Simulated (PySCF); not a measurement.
formyl fluoride: calculation against experiment

**Experimental background.**

NIST CCCBDB Release 22 (SRD 101), experimental dipoles lists, for the gas: dipole moment 2.081 D.

The runs below try to reproduce these values; the comparison stands at the end.

Compound: formyl fluoride, CHFO.
Numbering: `[O:1]=[CH:2][F:3]` (hydrogens: H4 on C2)

Cartesian coordinates in Å at the PBE0-D3(BJ)/def2-TZVP level; atoms count from 1:
```
atom  x, y, z in Å
O1    -0.8600   -0.8717    0.1028
C2    -0.0752   -0.0055   -0.0067
F3     1.2438   -0.2156    0.0010
H4    -0.2710    1.0669   -0.1295
```

Runs made with PySCF (gas phase, on this PBE0-D3(BJ)/def2-TZVP geometry; no spin–orbit coupling):

```
                              level                                                                                         job  basis functions  wall time
PBE0-D3(BJ)/def2-TZVP, grid level 2                                geometry optimisation from a GFN2-xTB start shaken at random               99       20 s
                     B97-2/pcSseg-2                                                                                  shieldings              122      4.5 s
                       KT3/pcSseg-2                                                                                  shieldings              122      6.7 s
                      PBE0/pcSseg-2                                                     shieldings, charges and field gradients              122      6.7 s
                   wB97X-D/pcSseg-2                                                                                  shieldings              122      5.7 s
              CAM-B3LYP/aug-cc-pVTZ                          10 singlets by full TDDFT, 4 Tamm–Dancoff triplets, polarisability              161      9.7 s
                   PBE0/aug-cc-pVTZ  10 singlets by full TDDFT, 4 Tamm–Dancoff triplets, polarisability, dynamic polarisability              161       10 s
                wB97X-D/aug-cc-pVTZ               10 singlets by full TDDFT, 4 Tamm–Dancoff triplets, polarisability, ΔSCF ions              161       18 s
                        B3LYP/pcJ-2                                                 spin–spin couplings from 4 perturbed nuclei              177      9.3 s
                        B97-2/pcJ-2                                                 spin–spin couplings from 4 perturbed nuclei              177      9.2 s
                         PBE0/pcJ-2                                                 spin–spin couplings from 4 perturbed nuclei              177      9.2 s
```

Hardware: one thread of an Arm Neoverse N1, no GPU (shared host).

**Comparison with experiment**

**Dipole moment.** Measured: 2.081 D (NIST CCCBDB Release 22 (SRD 101), experimental dipoles).

```csv
level,computed (D),computed − measured (D),% (from the printed values)
PBE0-D3(BJ)/def2-TZVP,2.086,+0.005,0
B97-2/pcSseg-2,2.123,+0.042,+2
KT3/pcSseg-2,2.001,-0.080,-4
PBE0/pcSseg-2,2.135,+0.054,+3
wB97X-D/pcSseg-2,2.170,+0.089,+4
CAM-B3LYP/aug-cc-pVTZ,2.162,+0.081,+4
PBE0/aug-cc-pVTZ,2.096,+0.015,+1
wB97X-D/aug-cc-pVTZ,2.124,+0.043,+2
B3LYP/pcJ-2,2.139,+0.058,+3
B97-2/pcJ-2,2.123,+0.042,+2
PBE0/pcJ-2,2.135,+0.054,+3
```

Closest is PBE0-D3(BJ)/def2-TZVP (+0.005 D), furthest wB97X-D/pcSseg-2 (+0.089 D); one molecule doesn't rank methods. The computed dipoles belong to one fixed geometry; measured ones are averaged over vibrations unless marked μe. Magnitudes are compared, not signs.

No measured geometry was used, and the causes of the misses weren't examined.
